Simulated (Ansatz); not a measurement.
A made-up structure of C₂H₅Al, singlet:

C1  (-0.802, 0.155, -0.423)
C2  (0.817, 0.418, 0.067)
Al3  (-0.024, -0.905, 0.563)
H4  (-0.947, -0.114, -1.517)
H5  (-1.572, 0.860, 0.023)
H6  (0.977, 1.274, 0.795)
H7  (1.602, 0.300, -0.745)
H8  (-0.052, -1.987, 1.237)
(Å)

It is relaxed with PBE-D4/def2-SVP and then PBE0-D4/def2-TZVP (Ansatz 0.2.0). Atoms count as bonded within 1.22 times the sum of their covalent radii (H–H: 0.88 Å). The end point is not checked to be a true minimum.

(1) Does its bonding change? (Judge from chemistry; the calculation decides.)

## Answers

(1) The calculation gives: No: no bond forms or breaks.

Where it ends: The first stage lowers the energy by 3.23 eV in 6 steps. It ends as C₂H₅Al ([CH2]1[CH2][AlH]1):
```csv
atom,x (Å),y (Å),z (Å)
C1,-0.7400,0.2315,-0.4469
C2,0.7585,0.4751,0.0071
Al3,-0.0291,-1.1175,0.6956
H4,-0.8723,0.0731,-1.5160
H5,-1.4508,0.9754,-0.0906
H6,0.9096,1.3591,0.6246
H7,1.4881,0.4567,-0.8008
H8,-0.0640,-2.4534,1.5271
```

Labels in which every atom is bracketed show which atoms are joined, not bond orders.

For scale, one of the runs: PBE0-D4/def2-TZVP relaxation, 129 basis functions, launched by `ansatz run in.yaml --threads 2 --pin off --events-out ev --progress --plain --max-ram 4352MiB`. The run took about 12 s on 2 CPU threads of an Intel Xeon 6975P-C (shared host).
